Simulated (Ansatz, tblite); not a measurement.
# Pyrene (C16H10): a ladder of methods and basis sets

The task here is to estimate one member of a computed series from the others.

Method: as each input shows; program: Ansatz 0.2.0, Gaussian basis.

Levels to be run: GFN1-xTB, GFN2-xTB, PBE-D4/def2-TZVP, r2SCAN-D4/def2-TZVP, PBE-D4/def2-SVP, PBE0-D4/def2-SVP, HF/6-31G, B3LYP-D4/6-31G, MP2/def2-SVP.

4 further runs of the same task are left out: 4 that didn't finish.

## The structure

The geometry is that of the singlet, from an earlier relaxation (r2SCAN-D4/def2-SVP).

SMILES `c1cc2ccc3cccc4ccc(c1)c2c34`, 26 atoms, charge 0, spin multiplicity 1.

Bond lengths: C1–C2 1.396 Å, C1–C14 1.396 Å, C1–H17 1.094 Å, C2–C3 1.407 Å, C2–H18 1.095 Å, C3–C4 1.435 Å, C3–C15 1.431 Å, C4–C5 1.368 Å, C4–H19 1.095 Å, C5–C6 1.435 Å, C5–H20 1.095 Å, C6–C7 1.407 Å, C6–C16 1.431 Å, C7–C8 1.396 Å, C7–H21 1.095 Å, C8–C9 1.396 Å, C8–H22 1.094 Å, C9–C10 1.407 Å and more. Angles: C2–C1–C14 120.6°, C2–C1–H17 119.7°, C14–C1–H17 119.7°, C1–C2–C3 120.7°, C1–C2–H18 120.3°, C3–C2–H18 119.0°, C2–C3–C4 122.4°, C2–C3–C15 119.0°, C4–C3–C15 118.6°, C3–C4–C5 121.3°, C3–C4–H19 118.3°, C5–C4–H19 120.4°, C4–C5–C6 121.3°, C4–C5–H20 120.4°, C6–C5–H20 118.3°, C5–C6–C7 122.4°, C5–C6–C16 118.6°, C7–C6–C16 119.0° and more.

PBE0-D4/def2-TZVP was run before; its log isn't repeated, and its numbers join the tables.

The first run:

Tight binding, by tblite at 300 K electronic temperature and without a spin-polarisation term:

```python
tblite.interface.Calculator('GFN1-xTB', numbers, positions, charge=0, uhf=0).singlepoint()
```

Tight binding, by tblite at 300 K electronic temperature and without a spin-polarisation term:

```python
tblite.interface.Calculator('GFN2-xTB', numbers, positions, charge=0, uhf=0).singlepoint()
```

start.molden holds the orbitals of an earlier run on this state, given as this run's starting guess.

Input file in.yaml:

```yaml
crystal:
  periodic: [false, false, false]
  atoms:
    - {symbol: C, position_ang: [3.510036, 0.340606, 0.104954]}
    - {symbol: C, position_ang: [2.938707, -0.933171, 0.102875]}
    - {symbol: C, position_ang: [1.541226, -1.094776, 0.061126]}
    - {symbol: C, position_ang: [0.917179, -2.387012, 0.057654]}
    - {symbol: C, position_ang: [-0.443332, -2.519023, 0.016912]}
    - {symbol: C, position_ang: [-1.303086, -1.370764, -0.023710]}
    - {symbol: C, position_ang: [-2.705560, -1.480888, -0.065530]}
    - {symbol: C, position_ang: [-3.510064, -0.340618, -0.104019]}
    - {symbol: C, position_ang: [-2.938767, 0.933179, -0.101869]}
    - {symbol: C, position_ang: [-1.541240, 1.094790, -0.061196]}
    - {symbol: C, position_ang: [-0.917164, 2.387019, -0.058087]}
    - {symbol: C, position_ang: [0.443367, 2.519038, -0.017823]}
    - {symbol: C, position_ang: [1.303116, 1.370777, 0.023145]}
    - {symbol: C, position_ang: [2.705580, 1.480887, 0.065604]}
    - {symbol: C, position_ang: [0.708799, 0.068784, 0.020873]}
    - {symbol: C, position_ang: [-0.708793, -0.068762, -0.021173]}
    - {symbol: H, position_ang: [4.598487, 0.446223, 0.137278]}
    - {symbol: H, position_ang: [3.575150, -1.823099, 0.133891]}
    - {symbol: H, position_ang: [1.558517, -3.273491, 0.088449]}
    - {symbol: H, position_ang: [-0.903109, -3.512355, 0.014477]}
    - {symbol: H, position_ang: [-3.159870, -2.476678, -0.067330]}
    - {symbol: H, position_ang: [-4.598503, -0.446287, -0.136517]}
    - {symbol: H, position_ang: [-3.575273, 1.823091, -0.132007]}
    - {symbol: H, position_ang: [-1.558483, 3.273506, -0.089107]}
    - {symbol: H, position_ang: [0.903145, 3.512373, -0.016258]}
    - {symbol: H, position_ang: [3.159926, 2.476662, 0.067389]}
basis:
  gaussian: {orbitals: def2-TZVP, initial_orbitals: start.molden}
hamiltonian: {xc: pbe, dispersion: d4}
scf: {omitted_lower_state_checks: [starts]}
output: {forces: true, orbitals: {seedname: orbitals}}
```

Command:

```console
> ansatz run in.yaml --threads 4 --pin off --events-out ev --progress --plain --max-ram 9574MiB
```

Among the steps run: PBE-D4/def2-TZVP; r2SCAN-D4/def2-TZVP; PBE-D4/def2-SVP; PBE0-D4/def2-SVP; HF/6-31G; B3LYP-D4/6-31G; MP2/def2-SVP.

One table of the session follows, with a row left open; its other results are not shown here.

It belongs to the step «Binding energy». 

| level | binding an atom (eV) |
| --- | --- |
| HF/6-31G | 3.895 |
| HF/def2-SVP | 4.182 |
| PBE-D4/def2-SVP | 5.852 |
| PBE-D4/def2-TZVP | 5.759 |
| r2SCAN-D4/def2-TZVP | 5.569 |
| B3LYP-D4/6-31G | ? |
| PBE0-D4/def2-SVP | 5.733 |
| PBE0-D4/def2-TZVP | 5.637 |
| MP2/def2-SVP | 5.497 |

Estimate the missing values for B3LYP-D4/6-31G.

The run gave: binding an atom (eV): 5.439. In the column «binding an atom (eV)» it lies between HF/def2-SVP (4.182) and MP2/def2-SVP (5.497).

Limits of these values: Free atoms were run apart at each level; binding is atoms less cluster, divided by the number of atoms, without zero-point or spin-orbit terms.
